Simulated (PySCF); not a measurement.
**Excited states of `Cc1cscn1`, C$_{4}$H$_{5}$NS**

Computed, not measured: TDDFT CAM-B3LYP/def2-TZVPD excited states, vertical, gas phase (PySCF 2.14.0). Geometry: PBE0-D3(BJ)/def2-TZVP.

Input:
```
{"job": {"kind": "states", "xc": "CAM-B3LYP", "basis": "def2-TZVPD", "tpa": true, "nstates": 8, "nquad": 6, "ntriplets": 0}, "charge": 0, "multiplicity": 1}
C     -1.640958    -0.106221     0.268815
C     -0.174810    -0.001799     0.036462
C      0.536270     1.153663    -0.107544
S      2.185166     0.803898    -0.370104
C      1.821269    -0.868155    -0.271376
N      0.574020    -1.144933    -0.060099
H     -2.088289     0.875450     0.424588
H     -2.130405    -0.578655    -0.586699
H     -1.843414    -0.728715     1.142763
H      0.174196     2.169128    -0.069056
H      2.596053    -1.615555    -0.379758
```
Coordinates are in Å.

Command: `OMP_NUM_THREADS=1 python excited_run.py task.json out`

Question: Show the output.

Answer: H and L stand for HOMO and LUMO.
```
coarse grid: 10136 points
cycle   1  E = -608.3312092864  dE =  1.203e+00  |g| = 3.678e-01  |ddm| = 3.667e+00
cycle   2  E = -608.3220731093  dE =  9.136e-03  |g| = 4.585e-01  |ddm| = 1.260e+00
cycle   3  E = -608.3657064881  dE = -4.363e-02  |g| = 7.045e-02  |ddm| = 5.630e-01
cycle   4  E = -608.3666909845  dE = -9.845e-04  |g| = 3.222e-02  |ddm| = 1.380e-01
cycle   5  E = -608.3669272059  dE = -2.362e-04  |g| = 8.655e-03  |ddm| = 4.634e-02
cycle   6  E = -608.3669452978  dE = -1.809e-05  |g| = 3.636e-03  |ddm| = 1.895e-02
cycle   7  E = -608.3669490739  dE = -3.776e-06  |g| = 9.155e-04  |ddm| = 5.374e-03
final grid: 94432 points
cycle   8  E = -608.3601980147  dE = -3.253e-05  |g| = 3.691e-03  |ddm| = 2.009e-01
cycle   9  E = -608.3601976291  dE =  3.856e-07  |g| = 3.814e-03  |ddm| = 1.600e-02
cycle  10  E = -608.3602009086  dE = -3.280e-06  |g| = 7.723e-04  |ddm| = 5.783e-03
cycle  11  E = -608.3602010418  dE = -1.332e-07  |g| = 2.613e-04  |ddm| = 1.233e-03
cycle  12  E = -608.3602010563  dE = -1.448e-08  |g| = 6.204e-05  |ddm| = 4.865e-04
cycle  13  E = -608.3602010572  dE = -8.845e-10  |g| = 1.892e-05  |ddm| = 1.121e-04
converged SCF energy = -608.3602010572

Singlet excitations
state   eV       nm        f     d(h-e)  d(exc)  Lambda  PR(NTO)  |dmu|/D   mu/D   delta(TPA)   sigma/GM   main configurations
  1   5.5490   223.4   0.00140   0.947   2.527   0.500   1.014    2.188    1.414        0.37      0.004   H-1->L 0.95
  2   5.5694   222.6   0.07516   0.686   2.665   0.753   1.251    1.810    2.477       18.59      0.211   H->L 0.91
  3   5.8891   210.5   0.00163   1.346   3.261   0.328   1.016    4.318    3.691        5.84      0.074   H->L+1 0.62, H->L+7 0.11, H->L+2 0.10
  4   6.4019   193.7   0.02660   0.060   2.582   0.727   1.730    0.401    1.086        9.80      0.147   H-2->L 0.75, H->L+6 0.14
  5   6.4230   193.0   0.00336   0.501   3.822   0.290   1.089    2.126    1.315       54.08      0.817   H->L+2 0.46, H->L+3 0.20, H->L+1 0.19
  6   6.8469   181.1   0.00445   1.201   3.115   0.313   1.141    3.938    3.467        8.24      0.142   H-2->L+1 0.51, H-2->L+7 0.14, H-2->L+2 0.09
  7   6.9817   177.6   0.00220   1.682   4.448   0.274   1.102                                            H->L+3 0.61, H->L+2 0.25
  8   7.2033   172.1   0.10883   0.839   3.233   0.480   2.250                                            H->L+6 0.43, H-1->L+1 0.27
```

It took 61 s wall time on 1 thread of an Arm Neoverse V2, shared host, peak memory 0.99 GiB.
